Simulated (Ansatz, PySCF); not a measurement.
H6Si2, SMILES [SiH3][SiH3]. Atoms are numbered in the order given.

```xyz
8

Si     0.0000    -0.0002    -1.1718
Si     0.0000     0.0002     1.1718
H     -1.2043    -0.6956    -1.6880
H      1.2043    -0.6956    -1.6880
H      0.0000     1.3902    -1.6884
H     -1.2043     0.6956     1.6880
H      1.2043     0.6956     1.6880
H      0.0000    -1.3902     1.6884
```

Geometry: TPSSh-D3(BJ)/def2-TZVP.

Two levels are set side by side: PBE-D3(BJ)/def2-TZVP (Ansatz, a program for electronic structure) and TPSSh-D3(BJ)/def2-TZVP (PySCF). Each level has its own optimised geometry; the coordinates shown are those of the second. Frequencies come from the Hessian of PySCF at each geometry. Differences are taken from unrounded values.

| quantity | TPSSh-D3(BJ) |
|---|---|
| mean bond length (Å) | 1.606 |
| bond Si1–Si2 (Å) | 2.344 |
| bond Si1–H3 (Å) | 1.483 |
| bond Si1–H4 (Å) | 1.483 |
| bond Si1–H5 (Å) | 1.483 |
| bond Si2–H6 (Å) | 1.483 |
| bond Si2–H7 (Å) | 1.483 |
| bond Si2–H8 (Å) | 1.483 |
| highest harmonic wavenumber (cm⁻¹) | 2245 |
| mean harmonic wavenumber (cm⁻¹) | 1199 |
| zero-point energy (kcal/mol) | 30.86 |

Task: What does PBE-D3(BJ) give, and how far is it from TPSSh-D3(BJ)? (An estimate is asked for; the answer gives what the named calculation found.)

Result: 
```tsv
quantity	PBE-D3(BJ)	PBE-D3(BJ) minus TPSSh-D3(BJ)
mean bond length (Å)	1.618	0.012
bond Si1–Si2 (Å)	2.345	0.002
bond Si1–H3 (Å)	1.497	0.013
bond Si1–H4 (Å)	1.497	0.013
bond Si1–H5 (Å)	1.497	0.013
bond Si2–H6 (Å)	1.497	0.013
bond Si2–H7 (Å)	1.497	0.013
bond Si2–H8 (Å)	1.497	0.013
highest harmonic wavenumber (cm⁻¹)	2171	-74
mean harmonic wavenumber (cm⁻¹)	1151	-48
zero-point energy (kcal/mol)	29.62	-1.23
```

Exact exchange shortens and stiffens bonds; PBE has none. Differences between two approximate levels are no errors against the true value.
